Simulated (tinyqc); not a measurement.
Ways to converge the cycle: SCF convergence aids in the sto-6g basis, for LiH, spin multiplicity 3. Computed by the program tinyqc with PySCF. 

Geometry (angstrom):
```
atom,x,y,z
Li,0.0000,0.0000,0.0000
H,0.0000,0.0000,2.6930
```

lowest solution found by these runs and by PySCF with stability checks = -7.866995 hartree

UHF with one setting changed at a time; a run stops when the energy changes by less than 1e-09 hartree and the error matrix is below 1e-5. The start is the core Hamiltonian. Damping d keeps d of the old density; a shift (hartree) raises the virtual levels; DIIS n extrapolates F over n matrices.

Largest element of the error matrix X^T (FDS - SDF) X:
```
iteration,plain,damping 0.3,damping 0.6,shift 0.4,DIIS 3,DIIS 8
1,2.2e-01,2.2e-01,2.2e-01,2.2e-01,2.2e-01,2.2e-01
2,9.2e-02,1.3e-01,1.7e-01,1.7e-01,9.2e-02,9.2e-02
3,3.0e-02,7.2e-02,1.3e-01,1.1e-01,7.8e-03,7.8e-03
4,9.6e-03,3.8e-02,9.5e-02,6.6e-02,3.6e-03,3.6e-03
5,4.0e-03,2.0e-02,7.0e-02,3.9e-02,2.1e-03,1.8e-03
6,2.5e-03,1.0e-02,5.1e-02,2.2e-02,6.1e-05,1.4e-05
8,1.1e-03,3.1e-03,2.7e-02,7.4e-03,2.6e-06,3.1e-08
10,5.0e-04,1.7e-03,1.5e-02,2.4e-03,-,-
14,1.0e-04,5.9e-04,4.0e-03,8.0e-04,-,-
20,9.8e-06,1.2e-04,1.2e-03,2.9e-04,-,-
30,-,9.5e-06,2.9e-04,5.8e-05,-,-
45,-,-,3.6e-05,-,-,-
```

How each run ends:
```
run,iterations,E (hartree),state
plain,21,-7.866995,lowest found
damping 0.3,30,-7.866995,lowest found
damping 0.6,55,-7.866995,lowest found
shift 0.4,42,-7.866995,lowest found
DIIS 3,8,-7.866995,lowest found
DIIS 8,8,-7.866995,lowest found
```

6 of 6 runs reach the lowest solution found, in 8 to 55 iterations (fastest: DIIS 3, DIIS 8). Plain steps already contract here, so damping only slows them. DIIS 3 and DIIS 8 gain by cancelling the error over several earlier matrices, much as a quasi-Newton step does.
